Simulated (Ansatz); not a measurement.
**CH₄FSi− (SMILES [CH2-][SiH2]F): one structure at several levels**

The task here is to estimate one member of a computed series from the others.

Computed with Ansatz 0.2.0, Gaussian basis. Level: single points in def2-TZVPPD.

Cores are frozen in the correlated methods.

### Starting geometry

7 atoms, charge -1, spin multiplicity 1.

Atoms are counted from 1 here; the program's logs count them from 0.

Bond lengths: C1–Si2 1.757 Å, C1–H4 1.121 Å, C1–H5 1.194 Å, Si2–F3 1.761 Å, Si2–H6 1.639 Å, Si2–H7 1.552 Å. Angles: Si2–C1–H4 133.6°, Si2–C1–H5 111.3°, H4–C1–H5 112.9°, C1–Si2–F3 112.8°, C1–Si2–H6 117.5°, C1–Si2–H7 107.4°, F3–Si2–H6 98.8°, F3–Si2–H7 114.4°, H6–Si2–H7 105.9°.

Geometry (Å):

```
C    -0.7329    0.3491   -0.7954
Si    0.4432   -0.1289    0.4200
F     0.8490   -1.8408    0.3390
H    -1.7655   -0.0032   -1.0525
H    -0.4881    1.4326   -1.2333
H    -0.0197   -0.0539    1.9908
H     1.6606    0.8240    0.2891
```

Set-up of the first run:

run/in.yaml

```yaml
crystal:
  periodic: [false, false, false]
  atoms:
    - {symbol: C, position_ang: [-0.732917, 0.349055, -0.795370]}
    - {symbol: Si, position_ang: [0.443163, -0.128946, 0.419955]}
    - {symbol: F, position_ang: [0.848961, -1.840829, 0.339040]}
    - {symbol: H, position_ang: [-1.765511, -0.003202, -1.052498]}
    - {symbol: H, position_ang: [-0.488132, 1.432610, -1.233252]}
    - {symbol: H, position_ang: [-0.019706, -0.053908, 1.990775]}
    - {symbol: H, position_ang: [1.660642, 0.824050, 0.289129]}
basis:
  gaussian: {orbitals: "def2-TZVPPD.json"}
total_charge: -1
hamiltonian: {xc: pbe, dispersion: d4}
output: {forces: true}
```

The basis file named in the input lies beside it (Basis Set Exchange, JSON).

Command:

```sh
> ansatz run in.yaml --threads 2 --pin off --events-out ev --progress --plain --max-ram 3481MiB
```

Steps of the session up to this table: PBE-D4/def2-TZVPPD; r2SCAN-D4/def2-TZVPPD; PBE0-D4/def2-TZVPPD; wB97M-V/def2-TZVPPD; CCSD(T)/def2-TZVPPD.

One table of the session follows, with a row left open; its other results are not shown here.

```
   method  RMS force component (eV/Å)  angle to CCSD(T) forces (°)
   PBE-D4                       0.913                          7.6
r2SCAN-D4                       1.023                          4.6
  PBE0-D4                           ?                            ?
  wB97M-V                       1.050                          5.7
  CCSD(T)                       1.061                    reference
```

**Question.** Estimate the row for PBE0-D4.

The run gave: RMS force component (eV/Å): 1.043; angle to CCSD(T) forces (°): 5.3. In the column «RMS force component (eV/Å)» it lies between r2SCAN-D4 (1.023) and wB97M-V (1.050).

Limits of these values: The anion's highest level is positive in at least one run, so there the basis alone may hold the extra electron.
